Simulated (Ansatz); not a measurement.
**SiH4O (singlet): the correlation ladder at distance O1–H3 along a hydrogen transfer = 1.308 Å, cc-pVDZ**

The task here is to estimate one member of a computed series from the others.

Program: Ansatz 0.2.0, Gaussian basis. Level of theory: cc-pVDZ, core rule «outside noble gas», up to 6 orbitals frozen. These are calculated values, not measurements.

To be run: UHF; CCSD(T) on RHF; CCSD(T) on UHF; BCCD(T) on RHF; CISD; CCSDT(Q) on RHF; CCSDT(Q) on UHF; CASSCF and MRCISD+Q, 2 electrons in 2 orbitals; CASSCF and NEVPT2, 2 electrons in 2 orbitals.

7 further runs of the same task are left out: 2 for a mislabelled method, 5 that didn't finish.

## The geometry

The geometry derives from fragments relaxed apart (PBE0/def2-TZVP) and kept rigid, so it is no stationary point. A hydrogen atom is moved between rigid fragments.

6 atoms, charge 0, spin multiplicity 1.

Atoms are counted from 1 here; the program's logs count them from 0.

Bond lengths: O1–H2 0.960 Å, H3–Si4 1.440 Å, Si4–H5 1.526 Å, Si4–H6 1.526 Å. Angles: H3–Si4–H5 113.7°, H3–Si4–H6 113.7°, H5–Si4–H6 91.2°.

Coordinates:

```xyz
6
H4OSi
O    -1.7670    0.0172    0.0000
H    -2.0163    0.9438    0.0000
H    -0.4590    0.0172    0.0000
Si    0.9810    0.0172    0.0000
H     1.5932   -0.8571    1.0900
H     1.5932   -0.8571   -1.0900
```

Set-up of the first run:

The input, in.yaml:

```yaml
crystal:
  periodic: [false, false, false]
  atoms:
    - {symbol: O, position_ang: [-1.766951, 0.017219, 0.000000]}
    - {symbol: H, position_ang: [-2.016260, 0.943795, 0.000000]}
    - {symbol: H, position_ang: [-0.458951, 0.017219, 0.000000]}
    - {symbol: Si, position_ang: [0.981049, 0.017219, 0.000000]}
    - {symbol: H, position_ang: [1.593230, -0.857065, 1.090012]}
    - {symbol: H, position_ang: [1.593230, -0.857065, -1.090012]}
basis:
  gaussian: {orbitals: cc-pVDZ}
magnetization: {spin_polarized: true, initial_magnetization: 0}
hamiltonian: {xc: hf}
output: {orbitals: {seedname: orbitals}}
```

Launch:

```sh
$ ansatz run in.yaml --threads 1 --pin off --events-out ev --progress --plain --max-ram 2393MiB
```

Among the steps run: UHF; CCSD(T) on RHF; CCSD(T) on UHF; BCCD(T) on RHF; CISD; CCSDT(Q) on RHF; CCSDT(Q) on UHF; CASSCF and MRCISD+Q, 2 electrons in 2 orbitals; CASSCF and NEVPT2, 2 electrons in 2 orbitals.

One table of the session follows, with a row left open; its other results are not shown here.

| method | from RCCSDT(Q) (meV) |
| --- | --- |
| RHF | +10344.6 |
| UHF | +9017.4 |
| RMP2 | +1384.5 |
| UMP2 | +1633.5 |
| CISD | +1561.2 |
| RCCSD | +492.1 |
| UCCSD | +438.5 |
| RCCSD(T) | +101.0 |
| UCCSD(T) | +224.3 |
| BCCD(T) | +109.0 |
| RCCSDT | +55.8 |
| UCCSDT | +71.3 |
| RCCSDT(Q) | 0 |
| UCCSDT(Q) | +6.6 |
| CASSCF pair | +8867.0 |
| NEVPT2 pair | ? |
| MRCISD pair | +996.7 |
| MRCISD+Q pair | +162.0 |

Estimate the missing values for NEVPT2 pair.

As computed: from RCCSDT(Q) (meV): +1158.9. In the column «from RCCSDT(Q) (meV)» it lies between MRCISD pair (+996.7) and RMP2 (+1384.5).

Limits of these values: The determinant is far from a pure spin state, so its energy mixes those of several spin states (harmless only where they are near-degenerate, as at dissociation). Restricted and unrestricted rows rest on different reference determinants; where their highest levels disagree by more than a few hundredths of an eV, they describe different states and don't form one ladder.
